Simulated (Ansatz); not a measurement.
# CH3Si: the cost of one run

Method: single points in def2-TZVPP; program: Ansatz 0.2.0, Gaussian basis.

Cores are frozen in the correlated methods.

### 1 Where the work starts

SMILES `C=[SiH+]`, 5 atoms, charge 1, spin multiplicity 1.

Atoms are counted from 1 here; the program's logs count them from 0.

Bond lengths: C1–Si2 1.695 Å, C1–H3 1.114 Å, C1–H4 1.128 Å, Si2–H5 1.504 Å. Angles: Si2–C1–H3 120.0°, Si2–C1–H4 118.4°, H3–C1–H4 121.3°, C1–Si2–H5 177.5°.

Geometry (Å):

```xyz
5
CH3Si
C    -0.2994   -0.6611    0.0897
Si    0.4061    0.8664   -0.1180
H    -0.4303   -1.0787    1.1144
H    -0.7252   -1.1837   -0.8147
H     0.9952    2.2430   -0.2534
```

### 2 PBE-D4/def2-TZVPP

run/in.yaml reads:

```yaml
crystal:
  periodic: [false, false, false]
  atoms:
    - {symbol: C, position_ang: [-0.299444, -0.661076, 0.089677]}
    - {symbol: Si, position_ang: [0.406074, 0.866390, -0.118017]}
    - {symbol: H, position_ang: [-0.430308, -1.078729, 1.114426]}
    - {symbol: H, position_ang: [-0.725221, -1.183661, -0.814651]}
    - {symbol: H, position_ang: [0.995238, 2.243025, -0.253447]}
basis:
  gaussian: {orbitals: def2-TZVPP}
total_charge: 1
hamiltonian: {xc: pbe, dispersion: d4}
output: {forces: true}
```

Run with:

```console
ansatz run in.yaml --threads 2 --pin off --events-out ev --progress --plain --max-ram 3481MiB
```

**Question.** How long does this run take on 2 threads of AMD EPYC, shared host, and how much memory does it need?

About 3.5 s, with a peak of 0.11 GiB.
